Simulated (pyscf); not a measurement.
Cl–Ga(Cl)–Cl + H₂ → HCl + Cl–GaH–Cl (four-centre exchange; singlet surface; Cl–Ga, H–H broken, Cl–H, Ga–H formed). Structures and frequencies: ωB97X-D3(BJ)/def2-SVP in PySCF. Energies in kcal/mol from the separated reactants.

```
level                   barrier  reaction energy
----------------------  -------  ---------------
ωB97X-D3(BJ)/def2-TZVP      [?]            +22.4
r²SCAN/def2-TZVP            [?]              [?]
B3LYP-D3(BJ)/def2-TZVP     31.5            +20.3
PBE0-D3(BJ)/def2-TZVP      28.2            +20.0
M06-2X/def2-TZVP           33.5            +24.0
HF/def2-TZVP               45.9            +19.4
```

Problem. Some entries are withheld; supply them.

Solution. 
- ωB97X-D3(BJ)/def2-TZVP, barrier: 32.5
- r²SCAN/def2-TZVP, barrier: 28.1
- r²SCAN/def2-TZVP, reaction energy: +21.3

The functionals in the table span 5.3 kcal/mol in this barrier, from r²SCAN to M06-2X. On the product side the descent ends in an adduct with a Cl–Ga contact, 7.3 kcal/mol under the separated species and 17.5 kcal/mol under the saddle at ωB97X-D3(BJ)/def2-TZVP. What is counted as broken (Cl–Ga) persists as a longer contact in the product adduct; parting that adduct is a step of its own. This is the saddle that the search found; another between the same sides may lie lower. Elements up to Kr have no core potential and no relativistic terms here.
